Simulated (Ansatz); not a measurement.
Reaction (substitution at a C–C bond): `C/C(F)=C/CF` + H–F → `FCC=C(F)F` + CH₄

Isolated molecules relaxed with PBE0-D4/def2-TZVP in Ansatz; ΔE leaves out vibrations. CCSD(T)/CBS is the MP2 limit (def2-TZVPP, def2-QZVPP) plus CCSD(T) − MP2 in def2-TZVPP, frozen cores. This one scheme is used for every species. DFT in def2-TZVPP. One conformer a species, not always the lowest.

(1) Is it downhill or uphill in electronic energy at CCSD(T)/CBS, and by how much? (An estimate is asked.)

(2) What do these levels give: B97M-V, CAM-B3LYP-D4, PBE-QIDH, PBE, r2SCAN, r2SCANh, RPA@PBE/def2-TZVPP, CCSD(T)/def2-TZVPP, HF/def2-QZVPP, MP2/def2-QZVPP, SCS-MP2/def2-QZVPP, HF/CBS(def2)? (Best estimate.)

Largest T1 diagnostic among the species: 0.012.

## Answers

(1) Computed: Uphill: ΔE = +0.47 eV.

(2) Ansatz gave: B97M-V 0.21, CAM-B3LYP-D4 0.28, PBE-QIDH 0.38, PBE 0.24, r2SCAN 0.23, r2SCANh 0.25, RPA@PBE/def2-TZVPP 0.36, CCSD(T)/def2-TZVPP 0.40, HF/def2-QZVPP 0.25, MP2/def2-QZVPP 0.51, SCS-MP2/def2-QZVPP 0.46, HF/CBS(def2) 0.25 eV.

In def2-TZVPP, CCSD(T) changes the Hartree–Fock value by +0.15 eV (the triples alone add +0.00 eV) and MP2 by +0.22 eV. The D4 term adds +0.06 eV with B3LYP and +0.03 eV with PBE0; it sums over pairs of atoms, weighted by their polarisabilities, and B3LYP, whose exchange is more repulsive, gets the larger term. From r2SCAN to r2SCAN0 (25 % exact exchange), in def2-TZVPP and without D4, ΔE moves by +0.05 eV.

B3LYP here is the variant with VWN-RPA as its local correlation; programs differ in this.
